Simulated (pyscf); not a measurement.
## Hydrogen abstraction: `[CH3][SiH2][SiH3]` + `[H]` [doublet] -> `[CH3][SiH2][SiH2]` [doublet] + `[H][H]`

Gas phase, doublet surface, charge 0. Bonds broken: Si2–H6. Bonds formed: H3–H6. Optimised with ωB97X-D3(BJ)/def2-SVP in PySCF.

Transition state (Å):

```xyz
12

Si     0.3708    -0.2366     0.1487
Si    -0.6699     1.0557    -1.4944
H     -0.0351     3.8049    -1.0684
H     -0.0170    -1.6700    -0.0273
H      1.8509    -0.1360    -0.0343
H     -0.3015     2.5589    -1.2518
H     -2.1583     0.9463    -1.4105
H     -0.2333     0.6935    -2.8759
C     -0.1304     0.3819     1.8577
H     -1.2207     0.3064     1.9948
H      0.1584     1.4368     1.9878
H      0.3566    -0.2078     2.6501
```

One imaginary mode, 857i cm⁻¹; descent along it reached the two sides named.

```json
[
 {"bond": "Si2–H6", "change": "breaks", "reactant side (Å)": "1.495", "saddle": "1.567", "product side": "3.2"},
 {"bond": "H3–H6", "change": "forms", "reactant side (Å)": "3.5", "saddle": "1.287", "product side": "0.761"}
]
```

Electronic energies relative to the separated reactants (kcal/mol):

```
level                   barrier  reaction energy  reverse barrier
----------------------  -------  ---------------  ---------------
ωB97X-D3(BJ)/def2-TZVP      4.0            -14.5             18.5
PBE/def2-TZVP              -0.2            -16.8             16.6
r²SCAN/def2-TZVP           -1.5            -18.7             17.2
B3LYP-D3(BJ)/def2-TZVP     -0.4            -18.1             17.7
PBE0-D3(BJ)/def2-TZVP       1.2            -15.6             16.8
M06-2X/def2-TZVP            4.5            -17.5             22.0
ωB97M-D3(BJ)/def2-TZVP      4.0            -14.8             18.7
HF/def2-TZVP               11.2            -10.1             21.3
```

With ωB97M-D3(BJ)/def2-TZVP energies and thermal terms (ideal gas, 1 atm, RRHO with modes under 100 cm⁻¹ raised to 100, one conformer, R ln 2 for chiral ones without a mode under 150 cm⁻¹), in kcal/mol:

```tsv
T (K)	ΔH‡	ΔG‡	ΔH	ΔG
298	2.6	9.0	-13.9	-15.2
600	2.3	15.6	-13.9	-16.7
900	2.2	22.2	-14.3	-18.0
1200	2.0	28.9	-15.0	-19.1
```

At PBE, r²SCAN, B3LYP-D3(BJ) this geometry lies under the reactants; that is no barrier but a single point on another level's saddle; such a level's own saddle, if it has one, lies nearer that side and is low. This is the saddle that the search found; another between the same sides may lie lower. The angle at the transferred H is 178°.
